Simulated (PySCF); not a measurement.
# Working with the constants of SF

UHF-CCSD(T) constants of SF, ²Π (doublet), unpaired electrons π ↑ (PySCF, no relativity, basis sets S aug-cc-pV(D+d)Z, F aug-cc-pVDZ; masses 31.9721 and 18.9984 u):

| Quantity | Value |
| --- | --- |
| ωe | 802.4 cm⁻¹ |
| ωexe | 4.06 cm⁻¹ |
| Be | 0.51985 cm⁻¹ |
| αe | 0.00409 cm⁻¹ |
| D (centrifugal) | 8.73e-07 cm⁻¹ |
| De to S + F | 3.18 eV |

Give the vibrational terms G(v) and spacings up to v = 3.

G(v) = ωe(v+½) − ωexe(v+½)².

```tsv
v	G(v) (cm⁻¹)	G(v) − G(v−1)	Bv (cm⁻¹)
0	400		0.5178
1	1194	794	0.5137
2	1981	786	0.5096
3	2759	778	0.5055
```

How well does the Morse estimate ωe²/(4ωexe) reproduce De, and what is D0?

It gives 4.92 eV, 155 % of the computed De. D0 = De − G(0) = 3.18 − 0.05 = 3.13 eV.

Correlated steps freeze 6 core orbitals. Correlated levels converge slowly with the basis: in double zeta they bind strong bonds too weakly, by up to about 1 eV, and carry superposition errors of some tenths. The state is the lowest determinant that a PBE0 search found; another state may lie lower at other levels.
